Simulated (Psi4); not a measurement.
**wB97M-V/6-311+G(d,p) run of C2H4Al− (SMILES C#[C][AlH3-])**

Aim: the vertical ionisation energy of C2H4Al− at wB97M-V/6-311+G**, from 2 runs. 

Program for the calculation: Psi4 1.11.

2 further runs of the same task are left out: 1 that didn't finish, 1 set aside as unsound or not needed.

## (1) The system as given

C2H4Al− has 7 atoms, charge -1, and is taken as a singlet. SMILES: `C#[C][AlH3-]`. Geometry: a GFN2-xTB relaxation, a rough one for these elements and not checked as a minimum.

Bond lengths: C1–C2 1.212 Å, C2–Al3 2.015 Å, C1–H4 1.062 Å, Al3–H5 1.624 Å, Al3–H6 1.624 Å, Al3–H7 1.624 Å. Angles: C1–C2–Al3 179.0°, C2–C1–H4 179.4°, C2–Al3–H5 109.9°, C2–Al3–H6 109.8°, C2–Al3–H7 109.8°, H5–Al3–H6 109.1°, H5–Al3–H7 109.2°, H6–Al3–H7 109.1°.

## (2) A single-point energy at wB97M-V/6-311+G(d,p)

The input, c2h4al.py:

```python
import psi4

psi4.set_memory(1600000000)
psi4.set_num_threads(1)
psi4.core.set_output_file('c2h4al.out', False)

mol = psi4.geometry("""
-1 1
C     -1.73098913    -3.57254614     0.06942854
C     -0.74935200    -1.50446766     0.01330367
Al     0.92881929     1.91374454    -0.03951417
H     -2.60922045    -5.37685664     0.11485755
H      0.53751370     3.22504440    -2.78562638
H     -0.30836551     3.71066622     2.11798614
H      3.93157520     1.60445307     0.50958355
units au
symmetry c1
""")

options = {'basis': '6-311+G**', 'reference': 'rks', 'puream': True, 'e_convergence': 1e-09, 'd_convergence': 1e-08, 'scf_type': 'pk', 'dft_radial_points': 99, 'dft_spherical_points': 590}
psi4.set_options(options)

result = psi4.energy("wb97m-v", molecule=mol)
print('E =', round(result, 9))
for k, v in sorted(psi4.core.scalar_variables().items()):
    print(f'{k:45s} {v:18.10f}')
```

On the command line:

```
$ python c2h4al.py
```

c2h4al.out:

```text
[...]
  Running in c1 symmetry.
[...]
  Nuclear repulsion =   74.135103464803166
[...]
  Multiplicity = 1
[...]
  Nalpha       = 15
  Nbeta        = 15
[...]
    Number of basis functions: 98
[...]
   @RKS iter   1:  -320.80886977248440   -1.08651e+00   5.77975e-03 ADIIS/DIIS
[...]
   @RKS iter  11:  -320.98988941569155   -1.64846e-12   1.38601e-09 DIIS
[...]
    Orbital Energies [Eh]
    ---------------------
    Doubly Occupied:
       1A    -56.069063     2A    -10.162654     3A    -10.154831
       4A     -4.056013     5A     -2.570259     6A     -2.569312
       7A     -2.569311     8A     -0.690349     9A     -0.485070
      10A     -0.358050    11A     -0.244303    12A     -0.219918
      13A     -0.219899    14A     -0.174741    15A     -0.174697
[...]
  @RKS Final Energy:  -320.98988941569155
   => Energetics <=
    Nuclear Repulsion Energy =             74.1351034648031657
    One-Electron Energy =                -594.6484141714552152
    Two-Electron Energy =                 222.1085827367776062
    DFT Exchange-Correlation Energy =     -22.7073398444160617
    Empirical Dispersion Energy =           0.0000000000000000
    VV10 Nonlocal Energy =                  0.1221783985990309
    Total Energy =                       -320.9898894156914935
[...]
 Multipole Moments:
 ------------------------------------------------------------------------------------
     Multipole            Electronic (a.u.)      Nuclear  (a.u.)        Total (a.u.)
 ------------------------------------------------------------------------------------
 L = 1.  Multiply by 2.5417464519 to convert [e a0] to [Debye]
 Dipole X            :         -1.1385367            0.3990810           -0.7394557
 Dipole Y            :         -2.3136921            0.7956921           -1.5180000
 Dipole Z            :          0.0284589            0.0011357            0.0295946
 Magnitude           :                                                    1.6887850
[...]
```

Standard output:

```text
E = -320.989889416
CURRENT ENERGY                                   -320.9898894157
CURRENT REFERENCE ENERGY                         -320.9898894157
DD SOLVATION ENERGY                                 0.0000000000
DFT FUNCTIONAL TOTAL ENERGY                      -320.9898894157
DFT TOTAL ENERGY                                 -320.9898894157
DFT VV10 ENERGY                                     0.1221783986
DFT XC ENERGY                                     -22.7073398444
GRID ELECTRONS ALPHA                               15.0000001397
GRID ELECTRONS BETA                                15.0000001397
GRID ELECTRONS TOTAL                               30.0000002793
NUCLEAR REPULSION ENERGY                           74.1351034648
ONE-ELECTRON ENERGY                              -594.6484141715
PCM POLARIZATION ENERGY                             0.0000000000
PE ENERGY                                           0.0000000000
SCF ITERATION ENERGY                             -320.9898894157
SCF ITERATIONS                                     11.0000000000
SCF TOTAL ENERGY                                 -320.9898894157
TWO-ELECTRON ENERGY                               222.1085827368
XC GRID RADIAL POINTS                              99.0000000000
XC GRID SPHERICAL POINTS                          590.0000000000
XC GRID TOTAL POINTS                           393929.0000000000
```

Wall time 2.1 min (1 thread of Intel Xeon Platinum 8488C (Sapphire Rapids), shared host); peak memory 0.93 GiB.

## (3) Doublet neutral C2H4Al, same level

The input, c2h4al_ase.py:

```python
import numpy as np
from ase.calculators.psi4 import Psi4
from ase import Atoms

atoms = Atoms(['C', 'C', 'Al', 'H', 'H', 'H', 'H'], positions=[
    [-0.916000, -1.890510, 0.036740],
    [-0.396540, -0.796130, 0.007040],
    [0.491510, 1.012710, -0.020910],
    [-1.380740, -2.845310, 0.060780],
    [0.284440, 1.706620, -1.474090],
    [-0.163180, 1.963600, 1.120790],
    [2.080500, 0.849040, 0.269660],
])
calc = Psi4(atoms=atoms, method='wb97m-v', basis='6-311+G**', memory='1600MB', num_threads=1, charge=0, multiplicity=2, label='c2h4al', reference='uks')
calc.psi4.set_options({'puream': True, 'e_convergence': 1e-09, 'd_convergence': 1e-08, 'scf_type': 'pk', 'dft_radial_points': 99, 'dft_spherical_points': 590, 'maxiter': 200})
atoms.calc = calc

print(f'energy: {atoms.get_potential_energy():.6f} eV')
```

On the command line:

```
$ python c2h4al_ase.py
```

c2h4al.dat:

```text
[...]
  Running in c1 symmetry.
[...]
  Nuclear repulsion =   74.135103438769605
[...]
  Multiplicity = 2
[...]
  Nalpha       = 15
  Nbeta        = 14
[...]
    Number of basis functions: 98
[...]
   @UKS iter   1:  -320.65262682718748   -9.30272e-01   5.44023e-03 DIIS/ADIIS
[...]
   @UKS iter  24:  -320.80998986759300   -2.12026e-11   4.74185e-09 DIIS
[...]
   @S^2 Observed:                7.656228134E-01
[...]
    Orbital Energies [Eh]
    ---------------------
    Alpha Occupied:
       1A    -56.302565     2A    -10.364879     3A    -10.346424
       4A     -4.289146     5A     -2.805861     6A     -2.801903
       7A     -2.800989     8A     -0.885960     9A     -0.666341
      10A     -0.585601    11A     -0.479896    12A     -0.439996
      13A     -0.417538    14A     -0.403419    15A     -0.386767
    Alpha Virtual:
      16A      0.027033    17A      0.035320    18A      0.045303
      19A      0.047735    20A      0.053419    21A      0.062450
      22A      0.067623    23A      0.107761    24A      0.111208
      25A      0.116191    26A      0.129720    27A      0.135488
[...]
  @UKS Final Energy:  -320.80998986759300
   => Energetics <=
    Nuclear Repulsion Energy =             74.1351034387696046
    One-Electron Energy =                -588.4170277732849854
    Two-Electron Energy =                 215.9323775560336287
    DFT Exchange-Correlation Energy =     -22.5797264882606150
    Empirical Dispersion Energy =           0.0000000000000000
    VV10 Nonlocal Energy =                  0.1192833991493840
    Total Energy =                       -320.8099898675929467
[...]
 Multipole Moments:
 ------------------------------------------------------------------------------------
     Multipole            Electronic (a.u.)      Nuclear  (a.u.)        Total (a.u.)
 ------------------------------------------------------------------------------------
 L = 1.  Multiply by 2.5417464519 to convert [e a0] to [Debye]
 Dipole X            :         -0.7934367            0.3990810           -0.3943557
 Dipole Y            :         -0.9082016            0.7956921           -0.1125095
 Dipole Z            :          0.3667414            0.0011357            0.3678771
 Magnitude           :                                                    0.5509160
[...]
```

Standard output:

```text
energy: -8729.684475 eV
```

It took 4.9 min on 1 thread of Intel Xeon Platinum 8488C (Sapphire Rapids), shared host; peak memory 0.94 GiB.

## (4) Summary of results

Level: wB97M-V/6-311+G**.

```
                                                              quantity          value
                                         singlet C2H4Al−: total energy  -320.98989 Eh
                                          singlet C2H4Al−: HOMO energy       -4.75 eV
                                          singlet C2H4Al−: LUMO energy        3.83 eV
singlet C2H4Al−: HOMO–LUMO gap (to an unbound level, set by the basis)        8.58 eV
                                  doublet neutral C2H4Al: total energy  -320.80999 Eh
                                 doublet neutral C2H4Al: dipole moment         1.40 D
            doublet neutral C2H4Al: HOMO energy (highest over α and β)       -9.97 eV
             doublet neutral C2H4Al: LUMO energy (lowest over α and β)       -5.04 eV
                                          doublet neutral C2H4Al: ⟨S²⟩          0.766
                   vertical detachment energy (to the doublet neutral)       4.895 eV
```

What this shows: Removing an electron at fixed nuclei costs 4.90 eV (113 kcal/mol). The negative HOMO energy of the first species, 4.75 eV, lies 0.14 eV below that difference.
